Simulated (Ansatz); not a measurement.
System: NH, net charge 0, triplet state. 
Coordinates optimised at B3LYP-D3(BJ)/def2-TZVP (Ansatz, a program for electronic structure):
SMILES: [NH]
```xyz
2

N      0.0000     0.0000    -0.1302
H      0.0000     0.0000     0.9116
```
Charge 0, spin multiplicity 3.

Basis-set convergence of Hartree-Fock and CCSD correlation energies (hartree) with Ansatz. Valence correlation only, unless marked. Open shells are spin-unrestricted. Spin-orbit coupling is left out. Non-relativistic.

```json
[
 {"basis": "aug-cc-pVDZ", "functions": "32", "E(HF)": "-54.97190", "E(corr, CCSD)": "-0.13132"},
 {"basis": "aug-cc-pVTZ", "functions": "69", "E(HF)": "-54.98240", "E(corr, CCSD)": "-0.15850"},
 {"basis": "aug-cc-pVQZ", "functions": "126", "E(HF)": "-54.98541", "E(corr, CCSD)": "-0.16608"}
]
```

Extrapolating the two largest sets (X = 3 and 4) as X^-3: E(corr) = (64·(-0.16608) - 27·(-0.15850))/37 = -0.1716 Eh, an estimate of the basis-set limit. The largest set recovers 96.8 % of it, the smallest 76.5 %.
